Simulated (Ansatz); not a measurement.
# BNH₅ (doublet): from Hartree-Fock to the top rungs at distance N1–H4 along a hydrogen transfer = 1.589 Å, cc-pVDZ

One table from this session's results is given with a row withheld; the runs are named, their logs left out.

Computed with Ansatz 0.2.0, Gaussian basis. Level: cc-pVDZ, core rule «outside noble gas», up to 2 orbitals frozen.

To be run: UHF; CCSD(T) on ROHF; CCSD(T) on UHF; BCCD(T) on ROHF; CISD; CCSDT(Q) on ROHF; CCSDT(Q) on UHF; CASSCF and MRCISD+Q, 3 electrons in 3 orbitals; CASSCF and NEVPT2, 3 electrons in 3 orbitals.

### What is computed

The geometry derives from fragments relaxed apart (PBE0/def2-TZVP) and kept rigid, so it is no stationary point. A hydrogen atom is moved between rigid fragments.

7 atoms, charge 0, spin multiplicity 2.

Atoms are counted from 1 here; the program's logs count them from 0.

Bond lengths: N1–H2 1.012 Å, N1–H3 1.012 Å, H4–B5 1.170 Å, B5–H6 1.191 Å, B5–H7 1.191 Å. Angles: H2–N1–H3 107.1°, H4–B5–H6 115.3°, H4–B5–H7 115.3°, H6–B5–H7 129.4°.

Set-up of the first run:

Contents of in.yaml:

```yaml
crystal:
  periodic: [false, false, false]
  atoms:
    - {symbol: N, position_ang: [-1.253221, -0.019092, -0.029716]}
    - {symbol: H, position_ang: [-1.550501, 0.948742, -0.029716]}
    - {symbol: H, position_ang: [-1.550500, -0.421390, 0.850543]}
    - {symbol: H, position_ang: [0.335779, -0.019092, -0.029716]}
    - {symbol: B, position_ang: [1.505779, -0.019092, -0.029716]}
    - {symbol: H, position_ang: [2.014852, -0.019092, 1.047292]}
    - {symbol: H, position_ang: [2.014852, -0.019092, -1.106725]}
basis:
  gaussian: {orbitals: cc-pVDZ}
magnetization: {spin_polarized: true, initial_magnetization: 1}
hamiltonian: {xc: hf}
output: {orbitals: {seedname: orbitals}}
```

On the command line:

```
$ ansatz run in.yaml --threads 1 --pin off --events-out ev --progress --plain --max-ram 4096MiB --backend cpu
```

Steps of the session up to this table: UHF; CCSD(T) on ROHF; CCSD(T) on UHF; BCCD(T) on ROHF; CISD; CCSDT(Q) on ROHF; CCSDT(Q) on UHF; CASSCF and MRCISD+Q, 3 electrons in 3 orbitals; CASSCF and NEVPT2, 3 electrons in 3 orbitals.

One of the session's tables, all rows but one given; the rest of the session is left out.

```
       method  from UCCSDT(Q) (meV)
         ROHF               +8169.3
          UHF               +8025.5
         RMP2               +1330.9
         UMP2               +1335.4
         CISD                +817.4
        RCCSD                +179.7
        UCCSD                +177.5
     RCCSD(T)                 +31.5
     UCCSD(T)                 +31.6
      BCCD(T)                 +31.5
       RCCSDT                  +9.0
       UCCSDT                  +8.5
    RCCSDT(Q)                  +0.7
    UCCSDT(Q)                     0
  CASSCF pair                     ?
  NEVPT2 pair               +1318.0
  MRCISD pair                +733.9
MRCISD+Q pair                 +63.7
```

**Question.** Estimate the row for CASSCF pair.

As computed: from UCCSDT(Q) (meV): +7642.9. In the column «from UCCSDT(Q) (meV)» it lies between UMP2 (+1335.4) and UHF (+8025.5).

Some runs used a GPU and others CPU threads alone; cost is compared among the CPU runs only.

Among the levels timed on like hardware, those that no quicker one beats, quickest first: NEVPT2 pair (1.1 s, +1318.0 meV); RCCSD(T) (2.5 s, +31.5 meV); BCCD(T) (3.1 s, +31.5 meV).

Limits of these values: Of the multireference levels listed MRCISD+Q pair comes nearest in total energy (+63.7 meV), which doesn't show that its space is the better one. Restricted and unrestricted rows rest on different reference determinants; where their highest levels disagree by more than a few hundredths of an eV, they describe different states and don't form one ladder.
